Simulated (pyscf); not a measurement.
Structures and frequencies: ωB97X-D3(BJ)/def2-SVP in PySCF.

SMILES: CC(C)(C)Br
```xyz
14

C      0.5090    -0.9029    -0.6459
C     -0.4598     0.2744    -0.6905
C     -0.7437     0.7139    -2.1233
C     -1.7473    -0.0291     0.0690
Br     0.4179     1.7917     0.2255
H      0.0498    -1.7713    -1.1484
H      0.7420    -1.1842     0.3915
H      1.4501    -0.6603    -1.1611
H     -1.2338    -0.1118    -2.6669
H     -1.4104     1.5884    -2.1438
H      0.1871     0.9728    -2.6492
H     -2.4206     0.8406     0.0693
H     -1.5351    -0.3059     1.1122
H     -2.2665    -0.8725    -0.4173
```

**Question.** How much does it cost (ΔH, 298 K, ωB97M-D3(BJ)/def2-TZVP) to split H₃C–C(CH₃)(CH₃)–Br at its Br–C bond into H₃C–C•(CH₃)–CH₃ + Br•?

**Answer.** Br–C to H₃C–C•(CH₃)–CH₃ + Br•: 3.04 eV. The 7 functionals that were run give +2.95 (B3LYP-D3(BJ)) to +3.18 eV (ωB97X-D3(BJ)). Other isomers of H₃C–C•(CH₃)–CH₃ were not searched in full and may lie lower. Left out: the spin-orbit lowering of Br, which is large for Br, Se, Te and I. Elements up to Kr have no core potential and no relativistic terms here.
